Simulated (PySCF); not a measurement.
Gas-phase reaction: 2 C3H3 (propargyl) + C4H10 (n-butane) ⇌ 2 C5H8 (cyclic)

Method: PySCF energies plus ideal-gas RRHO corrections (1 bar). Table values come from the NASA 1993 polynomials. S°(298 K) at PBE0/def2-TZVP differs from the NASA 1993 table for C4H10 (n-butane) (-9 J/mol/K); whether the harmonic model or the table's entry is off was not settled. † marks an energy on the PBE0/def2-TZVP geometry and frequencies; other levels use their own. MP2 and CCSD(T) freeze the core. 6-31G* has spherical d functions here. Open shells (unrestricted): C3H3 (propargyl) (multiplicity 2); the rest are closed-shell singlets. B3LYP is the form with VWN-RPA correlation. MP2 isn't extrapolated to the basis-set limit; its ΔH°(298 K) is -597.2 kJ in def2-SVP and -595.2 kJ in def2-TZVPP. CCSD(T) isn't extrapolated to the basis-set limit. The harmonic model lacks anharmonicity and excited electronic states, which grow with temperature; levels with a mode under 35 cm⁻¹ are left out. Internal rotation in C4H10 (n-butane) is treated as a harmonic vibration of one conformer, which makes the entropy rough. The table's entry may be an old estimate for C3H3 (propargyl), C5H8 (cyclic) (not checked at source). Warning, large T1 diagnostic: C3H3 (propargyl) (CCSD(T)/def2-SVP†). Warning, spin contamination: C3H3 (propargyl) (CCSD(T)/def2-SVP†, HF/6-31G*, HF/def2-TZVP†, MP2/def2-SVP†, MP2/def2-TZVPP†).

```csv
level,"ΔH°(298 K), kJ",minus table,"ΔG°(600 K), kJ"
table,-498.4,-,-353.0
B3LYP/def2-TZVP†,-431.6,66.8,-289.3
CCSD(T)/def2-SVP†,-515.7,-17.3,-373.4
HF/6-31G*,-358.0,140.4,-213.5
HF/def2-TZVP†,-341.6,156.8,-199.3
MP2/def2-SVP†,-597.2,-98.8,-454.9
MP2/def2-TZVPP†,-595.2,-96.8,-452.9
PBE/def2-TZVP†,-481.2,17.2,-338.9
PBE0/def2-TZVP,-509.4,-11.0,-367.1
ωB97X-V/def2-TZVP†,-527.4,-29.0,-385.1
```
